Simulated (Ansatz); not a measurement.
# Si2H5 (doublet): the correlation ladder at distance Si1–H5 along a hydrogen transfer = 2.344 Å, cc-pVDZ

Aim: climb from Hartree-Fock through coupled cluster and multireference methods for Si2H5 (doublet) at one geometry and basis, and see what each rung misses.

Program: Ansatz 0.2.0, Gaussian basis. Level of theory: cc-pVDZ, core rule «outside noble gas», up to 10 orbitals frozen. These are calculated values, not measurements.

To be run: UHF; CCSD(T) on ROHF; CCSD(T) on UHF; BCCD(T) on ROHF; CISD; CCSDT(Q) on ROHF; CCSDT(Q) on UHF; CASSCF and MRCISD+Q, 3 electrons in 3 orbitals; CASSCF and NEVPT2, 3 electrons in 3 orbitals.

## (1) The system

The geometry derives from fragments relaxed apart (PBE0/def2-TZVP) and kept rigid, so it is no stationary point. A hydrogen atom is moved between rigid fragments.

7 atoms, charge 0, spin multiplicity 2.

Atoms are counted from 1 here; the program's logs count them from 0.

Bond lengths: Si1–H2 1.485 Å, Si1–H3 1.485 Å, Si1–H4 1.485 Å, H5–Si6 1.440 Å, Si6–H7 1.532 Å. Angles: H2–Si1–H3 109.5°, H2–Si1–H4 109.5°, H3–Si1–H4 109.5°, H5–Si6–H7 105.0°.

Geometry (Å):

```xyz
7
H5Si2
Si   -1.81921    0.02436    0.00000
H    -2.31409    1.42407    0.00000
H    -2.31408   -0.67549    1.21218
H    -2.31409   -0.67549   -1.21218
H     0.52479    0.02436    0.00000
Si    1.96479    0.02436    0.00000
H     2.36122   -1.45515    0.00000
```

## (2) UHF

File in.yaml:

```yaml
crystal:
  periodic: [false, false, false]
  atoms:
    - {symbol: Si, position_ang: [-1.819214, 0.024363, 0.000001]}
    - {symbol: H, position_ang: [-2.314086, 1.424071, 0.000001]}
    - {symbol: H, position_ang: [-2.314085, -0.675491, 1.212184]}
    - {symbol: H, position_ang: [-2.314086, -0.675491, -1.212182]}
    - {symbol: H, position_ang: [0.524786, 0.024363, 0.000000]}
    - {symbol: Si, position_ang: [1.964786, 0.024363, -0.000001]}
    - {symbol: H, position_ang: [2.361220, -1.455151, -0.000001]}
basis:
  gaussian: {orbitals: cc-pVDZ}
magnetization: {spin_polarized: true, initial_magnetization: 1}
hamiltonian: {xc: hf}
output: {orbitals: {seedname: orbitals}}
```

Command:

```console
ansatz run in.yaml --threads 1 --pin off --events-out ev --progress --plain --max-ram 4096MiB --backend cpu
```

After this run come: CCSD(T) on ROHF; CCSD(T) on UHF; BCCD(T) on ROHF; CISD; CCSDT(Q) on ROHF; CCSDT(Q) on UHF; CASSCF and MRCISD+Q, 3 electrons in 3 orbitals; CASSCF and NEVPT2, 3 electrons in 3 orbitals.

Q: Predict the results of all the runs planned. Wanted: UCCSDT(Q) below the RHF energy; RMP2 from UCCSDT(Q); UMP2 from UCCSDT(Q); RCCSD from UCCSDT(Q); RCCSD(T) from UCCSDT(Q); UCCSD(T) from UCCSDT(Q); RCCSDT(Q) from UCCSDT(Q); NEVPT2 pair from UCCSDT(Q); T1 diagnostic.

The runs gave:

```
                         quantity                                         value
   UCCSDT(Q) below the RHF energy                                    -6.8467 eV
              RMP2 from UCCSDT(Q)                                   +1680.6 meV
              UMP2 from UCCSDT(Q)                                   +1765.7 meV
             RCCSD from UCCSDT(Q)                                    +179.3 meV
          RCCSD(T) from UCCSDT(Q)                                     +40.5 meV
          UCCSD(T) from UCCSDT(Q)                                     +53.6 meV
         RCCSDT(Q) from UCCSDT(Q)                                      -0.2 meV
       NEVPT2 pair from UCCSDT(Q)                                   +1579.8 meV
levels within 1 kcal/mol (43 meV)  RCCSD(T), BCCD(T), RCCSDT, UCCSDT, RCCSDT(Q)
                    T1 diagnostic                                         0.019
```

**Reading.** RCCSD(T) misses by +40.5 meV, 0.6 % of the correlation energy. These misses are within one basis, not against nature; the frozen cores of restricted and unrestricted runs differ, which can shift their rows.
